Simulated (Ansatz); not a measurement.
Born–Oppenheimer molecular dynamics of CH3ClMg (6 atoms, charge 0, multiplicity 1). It starts from a relaxed structure.

Theory: RKS PBE-D4/6-31G in Ansatz 0.2.0.

```json
{"ensemble": "NVT, Langevin thermostat", "time step": "0.5 fs", "steps asked": "600", "set temperature": "300 K", "friction": "0.001 /fs", "seed": "625831"}
```

First frame:

```xyz
6
Properties=species:S:1:pos:R:3
C -0.576 0.499 -0.423
Mg 0.802 -0.704 0.560
Cl 2.318 -2.028 1.639
H -1.435 -0.102 -0.771
H -0.113 0.983 -1.301
H -0.954 1.288 0.250
```

What does the run give?

All steps were run.

| Quantity | Value |
| --- | --- |
| steps done | 600 |
| time covered | 300 fs |
| mean temperature over the second half | 206 K |
| spread of the potential energy over the second half | 6.6 meV per atom |
| mean potential energy of the second half above the start | 22.5 meV per atom |

The mean temperature of the second half is 31 % below the set value. A run of 0.3 ps of so small a system gives no equilibrium averages. Limits of this set-up: no polarisation functions.

What happens to the structure?

The same pairs are bonded in the first frame and the last. Pairs count as bonded within 1.25 times the sum of covalent radii (0.12 Å more for H–H). The details hang on the random start.

How do temperature and energy run in time?


```tsv
time (fs)	T (K)	potential energy less start (eV)
0.0	250	0.000
10.0	129	0.080
20.0	116	0.103
30.0	158	0.083
40.0	110	0.122
50.0	162	0.096
60.0	120	0.126
70.0	161	0.090
80.0	179	0.069
90.0	135	0.102
100.0	183	0.069
110.0	159	0.077
120.0	111	0.120
130.0	103	0.135
140.0	150	0.098
150.0	173	0.098
160.0	205	0.081
170.0	264	0.052
180.0	221	0.086
190.0	200	0.118
200.0	147	0.171
210.0	142	0.189
220.0	189	0.176
230.0	218	0.155
240.0	247	0.111
250.0	297	0.087
260.0	168	0.183
270.0	212	0.155
280.0	268	0.109
290.0	213	0.157
300.0	208	0.153
```

Time of the run: 6.8 min on 1 thread of Intel(R) Xeon(R) 6975P-C (Granite Rapids) (shared host), peak memory 0.2 GiB.
